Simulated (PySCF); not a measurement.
# Atomic charges against the basis set

Species: C4H5F.
SMILES with atom numbers: `[CH3:1][C:2]#[C:3][CH2:4][F:5]` (hydrogens: H6, H7, H8 on C1; H9, H10 on C4)

PBE0 throughout (PySCF), one geometry, spherical d and f functions. Geometry: PBE0-D3(BJ)/def2-SVP; no solvent, vibrations or thermal averaging. Atoms taken as equivalent share a column and are averaged.

Mulliken charges (e):

```json
{"basis": "STO-3G", "functions": "30", "C1": "-0.250", "C2": "-0.041", "C3": "-0.071", "C4": "-0.050", "F5": "-0.099", "H6/H7/H8": "+0.106", "H9/H10": "+0.096"}
{"basis": "6-31G", "functions": "55", "C1": "-0.511", "C2": "-0.079", "C3": "-0.081", "C4": "+0.003", "F5": "-0.335", "H6/H7/H8": "+0.208", "H9/H10": "+0.189"}
{"basis": "pcSseg-0", "functions": "55", "C1": "-0.597", "C2": "-0.175", "C3": "-0.200", "C4": "+0.048", "F5": "-0.380", "H6/H7/H8": "+0.268", "H9/H10": "+0.250"}
{"basis": "6-31G*", "functions": "80", "C1": "-0.649", "C2": "+0.023", "C3": "+0.006", "C4": "-0.057", "F5": "-0.332", "H6/H7/H8": "+0.215", "H9/H10": "+0.182"}
{"basis": "cc-pVDZ", "functions": "95", "C1": "-0.024", "C2": "-0.180", "C3": "-0.149", "C4": "+0.213", "F5": "-0.234", "H6/H7/H8": "+0.084", "H9/H10": "+0.060"}
{"basis": "def2-SVP", "functions": "95", "C1": "-0.002", "C2": "-0.200", "C3": "-0.187", "C4": "+0.322", "F5": "-0.270", "H6/H7/H8": "+0.076", "H9/H10": "+0.055"}
{"basis": "aug-cc-pVDZ", "functions": "160", "C1": "+0.255", "C2": "-0.259", "C3": "-0.268", "C4": "+0.755", "F5": "-0.440", "H6/H7/H8": "+0.038", "H9/H10": "-0.079"}
{"basis": "6-311+G(2d,p)", "functions": "165", "C1": "-0.894", "C2": "+0.430", "C3": "+0.246", "C4": "-0.390", "F5": "-0.243", "H6/H7/H8": "+0.175", "H9/H10": "+0.162"}
{"basis": "def2-TZVP", "functions": "185", "C1": "-0.444", "C2": "+0.050", "C3": "-0.052", "C4": "-0.076", "F5": "-0.214", "H6/H7/H8": "+0.160", "H9/H10": "+0.128"}
{"basis": "cc-pVTZ", "functions": "220", "C1": "-0.318", "C2": "-0.033", "C3": "-0.053", "C4": "+0.110", "F5": "-0.216", "H6/H7/H8": "+0.123", "H9/H10": "+0.070"}
{"basis": "IGLO-III", "functions": "225", "C1": "-0.337", "C2": "-0.048", "C3": "-0.060", "C4": "+0.016", "F5": "-0.249", "H6/H7/H8": "+0.141", "H9/H10": "+0.128"}
```

IAO charges (e):

```
        basis  functions      C1      C2      C3      C4      F5  H6/H7/H8  H9/H10
       STO-3G         30  -0.416  -0.026  -0.070  -0.110  -0.128    +0.157  +0.140
        6-31G         55  -0.450  -0.016  -0.093  -0.007  -0.296    +0.177  +0.166
     pcSseg-0         55  -0.442  -0.020  -0.094  -0.004  -0.287    +0.174  +0.162
       6-31G*         80  -0.431  -0.021  -0.095  +0.033  -0.304    +0.170  +0.154
      cc-pVDZ         95  -0.431  -0.023  -0.096  +0.030  -0.306    +0.171  +0.157
     def2-SVP         95  -0.423  -0.020  -0.093  +0.034  -0.308    +0.167  +0.154
  aug-cc-pVDZ        160  -0.439  -0.022  -0.098  +0.030  -0.324    +0.175  +0.164
6-311+G(2d,p)        165  -0.442  -0.022  -0.098  +0.028  -0.325    +0.176  +0.165
    def2-TZVP        185  -0.441  -0.023  -0.098  +0.033  -0.323    +0.175  +0.163
      cc-pVTZ        220  -0.442  -0.024  -0.097  +0.032  -0.320    +0.176  +0.162
     IGLO-III        225  -0.443  -0.023  -0.098  +0.029  -0.325    +0.176  +0.165
```

Hirshfeld charges (e):

| basis | functions | C1 | C2 | C3 | C4 | F5 | H6/H7/H8 | H9/H10 |
| --- | --- | --- | --- | --- | --- | --- | --- | --- |
| STO-3G | 30 | -0.003 | -0.069 | -0.099 | +0.098 | -0.071 | +0.033 | +0.023 |
| 6-31G | 55 | -0.071 | -0.047 | -0.089 | +0.057 | -0.134 | +0.058 | +0.055 |
| pcSseg-0 | 55 | -0.077 | -0.044 | -0.086 | +0.052 | -0.126 | +0.058 | +0.053 |
| 6-31G* | 80 | -0.072 | -0.051 | -0.087 | +0.053 | -0.121 | +0.058 | +0.053 |
| cc-pVDZ | 95 | -0.085 | -0.045 | -0.085 | +0.039 | -0.109 | +0.060 | +0.053 |
| def2-SVP | 95 | -0.090 | -0.041 | -0.082 | +0.039 | -0.117 | +0.061 | +0.054 |
| aug-cc-pVDZ | 160 | -0.100 | -0.039 | -0.080 | +0.029 | -0.122 | +0.065 | +0.059 |
| 6-311+G(2d,p) | 165 | -0.092 | -0.042 | -0.082 | +0.034 | -0.125 | +0.063 | +0.059 |
| def2-TZVP | 185 | -0.096 | -0.041 | -0.081 | +0.032 | -0.120 | +0.064 | +0.058 |
| cc-pVTZ | 220 | -0.097 | -0.041 | -0.080 | +0.031 | -0.117 | +0.063 | +0.057 |
| IGLO-III | 225 | -0.100 | -0.040 | -0.080 | +0.029 | -0.121 | +0.065 | +0.059 |

Q: Which scheme is steadiest as the basis changes?

A: Largest range over the bases for any column: Hirshfeld 0.10 e, IAO 0.20 e, Mulliken 1.15 e. Hirshfeld charges move least and Mulliken charges most, counted in e. Without the minimal STO-3G basis the ranges are Hirshfeld 0.03, IAO 0.04, Mulliken 1.15 e.

Q: How much do the charges still move between the two largest bases, cc-pVTZ and IGLO-III?

A: At most, over all atoms: Mulliken 0.094 e, IAO 0.005 e, Hirshfeld 0.004 e.

Q: What do the same runs give for the total energy, the frontier levels and the dipole moment?

A: 
```tsv
basis	energy (Eh)	HOMO (eV)	LUMO (eV)	μ (D)
STO-3G	-251.5956	-5.24	4.52	1.14
6-31G	-254.8516	-7.36	0.93	2.46
pcSseg-0	-254.3394	-7.66	0.70	2.47
6-31G*	-254.9048	-7.22	0.95	2.08
cc-pVDZ	-254.9259	-7.34	0.78	2.10
def2-SVP	-254.7249	-7.44	0.70	2.17
aug-cc-pVDZ	-254.9455	-7.51	-0.13	2.23
6-311+G(2d,p)	-254.9934	-7.54	0.19	2.28
def2-TZVP	-255.0167	-7.51	0.43	2.18
cc-pVTZ	-255.0070	-7.47	0.52	2.14
IGLO-III	-255.0219	-7.53	0.31	2.23
```

The dipole is fixed by the density alone, so its range of 1.33 D shows that the density itself changes with the basis, not only its division among atoms.
